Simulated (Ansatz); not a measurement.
A run of Ansatz (development build ahead of 0.2.0) on singlet SO₃ at this shape:

```yaml
atoms:
  - { symbol: S, position_ang: [0.0000, 0.0000, 0.0000] }
  - { symbol: O, position_ang: [1.5568, 0.0000, 0.0000] }
  - { symbol: O, position_ang: [-0.7784, 1.3482, 0.0000] }
  - { symbol: O, position_ang: [-0.7784, -1.3482, 0.0000] }
```

Its results:

- Converged: yes
- Reference energy: -622.05653 hartree
- Correlation energy: -0.94180 hartree
- Total energy: -622.99833 hartree
- Spin squared of the determinant: 0.000

(1) Which input gives this output? Name the method, the orbitals and the basis set, and write the input.

## Answers

(1) RHF-MP2 in cc-pVTZ. An unrestricted run that stays on the closed shell gives the same numbers.

```yaml
crystal:
  periodic: [false, false, false]
  atoms:
    - { symbol: S, position_ang: [0.0, 0.0, 0.0] }
    - { symbol: O, position_ang: [1.5568, 0.0, 0.0] }
    - { symbol: O, position_ang: [-0.7784, 1.34823, 0.0] }
    - { symbol: O, position_ang: [-0.7784, -1.34823, 0.0] }
basis:
  gaussian: { orbitals: cc-pVTZ }
hamiltonian:
  xc: hf
correlation:
  method: mp2
  frozen_orbitals: { O: 1, S: 5 }
```

Caution: no unrestricted run beside it, a lower state can exist.
